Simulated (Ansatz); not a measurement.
CF3S (`FC(F)(F)[S]`) radical. The species carries charge 0 and has multiplicity 2. The geometry is a stationary point of PBE0-D4/def2-TZVP.

```xyz
5

F    -1.276    0.326   -0.366
C    -0.052    0.013    0.053
F    -0.094   -1.200    0.605
F     0.274    0.893    0.998
S     1.148   -0.031   -1.291
```

Question: What is the dipole moment at PBE/def2-TZVPP? (An estimate is asked.)

Answer: Computed: 0.66 D, with components (0.43, -0.01, -0.49) D in this frame, pointing from negative to positive charge.

Question: And with r2SCAN, B3LYP, ωB97M-V? (Estimate.)

Answer: Ansatz gave: r2SCAN 0.73 D, B3LYP 0.90 D, ωB97M-V 0.94 D.

Question: Give the Mulliken charges with PBE, B3LYP, ωB97M-V in def2-TZVPP. (Best estimate.)

Answer: Ansatz gave: 
```csv
atom,PBE,B3LYP,ωB97M-V
F1,-0.11,-0.15,-0.14
C2,0.34,0.46,0.40
F3,-0.11,-0.15,-0.15
F4,-0.11,-0.15,-0.14
S5,-0.02,0.00,0.04
```

B3LYP here is the variant with VWN-RPA as its local correlation; programs differ in this.
